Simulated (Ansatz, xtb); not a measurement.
## Redistribution: C4H10 + C2H2S → C4H10S + C2H2

Species: C4H10 (isobutane) `CC(C)C`, singlet; C2H2S (ethynethiol) `C#CS`, singlet; C4H10S `CC(C)CS`, singlet; C2H2 (acetylene) `C#C`, singlet. The partners trade H for SH; both sit on C, so the bond types are kept.

Shapes, held fixed at every level: PBE0-D4/def2-TZVP. Flexible molecules stand in one conformer, not always the lowest. Programs: Ansatz 0.2.0, xtb 6.7.1, xtb 6.7.1 later snapshot. Electronic energies: no zero-point or thermal term.

```csv
level,kind,ΔE (kJ/mol),less CCSD(T)/CBS estimate
GFN0-xTB,semi-empirical,+6.7,0.0
HF/def2-TZVPP,Hartree–Fock,+12.7,+6.0
B3LYP-D4/def2-TZVPP,global hybrid,+17.4,+10.7
PBE0-D4/def2-TZVPP,global hybrid,+18.8,+12.1
wB97M-V/def2-TZVPP,range-separated hybrid,+10.6,+3.9
MP2/def2-TZVPP,perturbation theory,+11.1,+4.4
CCSD/def2-TZVPP,coupled cluster or CI,+9.0,+2.3
CCSD(T)/CBS estimate,coupled cluster or CI,+6.7,0.0
```

The highest level, CCSD(T)/CBS estimate, gives ΔE = +6.7 kJ/mol; the levels span +6.7 to +18.8. The column of differences is taken from that level and isn't an error. No measured value is set beside it here. The CBS estimate extrapolates MP2 from def2-TZVPP and def2-QZVPP and adds CCSD(T) − MP2 in the triple-zeta set, cores frozen.
